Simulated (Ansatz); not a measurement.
For graphite, PBE-D4 in Ansatz (PAW) gives:

```
Quantity                          Value
------------------------------  -------
equilibrium lattice constant a  2.460 Å
c axis length                   6.660 Å
```

### Question
What does r²SCAN+rVV10 in Ansatz (plane waves, PAW) give for the same quantities?

### Answer

- lattice constant a: 2.455 Å (falls by 0.2 %)
- lattice parameter c: 6.676 Å (goes up by 0.2 %)

For comparison: lattice constant a 2.461 Å (measured, 300 K, not corrected to a static lattice, sources range from 2.456 to 2.461; as tabulated in Wikipedia's data pages); lattice parameter c 6.67 Å (measured, low temperature, not corrected to a static lattice; as tabulated in Berland et al. (2010), arXiv:1007.3305).

Changes are worked out from the printed values.

Unless a cell is named, each level is at its own relaxed cell (PBE-D4 8.73, r²SCAN+rVV10 8.71 Å³/atom).

Ansatz's density-functional and Hartree–Fock values are scalar-relativistic unless marked +SOC, with PAW data made under PBE.

Ansatz is an electronic-structure program.
